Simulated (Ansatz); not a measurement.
# H2N2Si: the cost of one run

Method: CCSD(T) on Hartree-Fock, Gaussian basis cc-pV(T+d)Z, in Ansatz 0.2.0.

### Step 1. Starting point

Bond lengths: Si1–N2 1.563 Å, Si1–N3 1.572 Å, N2–H4 0.968 Å, N3–H5 0.953 Å. Angles: Si1–N2–H4 121.7°, N2–Si1–N3 177.5°, Si1–N3–H5 124.2°.

Structure file:

```xyz
5

Si    0.0162   -0.0061   -0.0053
N    -0.0107    0.0087    1.5570
N     0.0174    0.0424   -1.5768
H     0.7975    0.1146    2.0794
H    -0.0032    0.8462   -2.0887
```

### Step 2. Relaxing the atoms: H2N2Si

input.yaml

```yaml
relax:
  f_tol: 0.001
  max_steps: 200
crystal:
  periodic: [false, false, false]
  atoms:
    - { symbol: Si, position_ang: [0.016243, -0.006118, -0.005282] }
    - { symbol: "N", position_ang: [-0.01073, 0.008654, 1.556985] }
    - { symbol: "N", position_ang: [0.017448, 0.042388, -1.57681] }
    - { symbol: H, position_ang: [0.797506, 0.114621, 2.079399] }
    - { symbol: H, position_ang: [-0.003224, 0.846159, -2.088662] }
basis:
  gaussian: { orbitals: "cc-pV(T+d)Z.json" }
hamiltonian:
  xc: hf
correlation:
  method: ccsd_t
```

Run with:

```sh
> ansatz run input.yaml --threads 8 --pin off --max-ram 20480MiB --backend cpu --events-out ev --progress --plain --runs-dir out
```

Q: Estimate wall time and peak memory on 8 threads of AMD EPYC 7R43 (Zen 3), shared host.

About 2.8 min, with a peak of 1.3 GiB.
